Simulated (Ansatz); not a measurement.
Z-matrix (Å, degrees):
```
N
C 1 1.4466
H 2 1.1017 1 110.20
H 2 1.1017 3 107.89 1 -120.36
H 2 1.1165 3 107.53 4 -115.72
C 1 1.4466 2 112.40 3 -175.49
H 6 1.1017 1 110.20 2 56.52
H 6 1.1017 7 107.89 1 -120.36
H 6 1.1165 7 107.53 8 -115.72
C 1 1.4466 2 112.40 3 56.53
H 10 1.1017 1 110.20 2 -56.52
H 10 1.1017 11 107.89 1 120.36
H 10 1.1165 11 107.53 12 115.72
```
Charge 0, spin multiplicity 1.

Computed with frozen-core CCSD(T)/cc-pVTZ // B3LYP-D3(BJ)/def2-SVP in Ansatz (a quantum-chemistry and plane-wave program).

The HF energy is -173.33167 Ha and the MP2 correlation energy comes out as -0.75335 Ha.

Estimate the CCSD correlation energy, the (T) correction, the total energy and the T1 diagnostic.


```
Quantity                         Value
-----------------------  -------------
CCSD correlation energy    -0.79764 Ha
(T) correction             -0.03058 Ha
CCSD(T) total energy     -174.15990 Ha
T1 diagnostic                    0.009
```
